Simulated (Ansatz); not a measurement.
`CC(O)(F)CF`, charge 0, multiplicity 1.

**Question.** Give a relaxed structure at PBE0-D4/def2-TZVP (Ansatz 0.2.0). (Estimate.)

**Answer.** The calculation gave: 
Cartesian coordinates in Å:
```
C 0.896 0.425 1.012
C 0.121 -0.404 0.024
O 0.964 -0.833 -0.971
F -0.386 -1.518 0.696
C -1.077 0.334 -0.548
F -1.606 -0.400 -1.592
H 0.247 0.754 1.824
H 1.334 1.293 0.519
H 1.697 -0.188 1.426
H 0.424 -1.227 -1.667
H -1.850 0.459 0.213
H -0.765 1.306 -0.939
```
This is one stationary point; other conformers may exist.
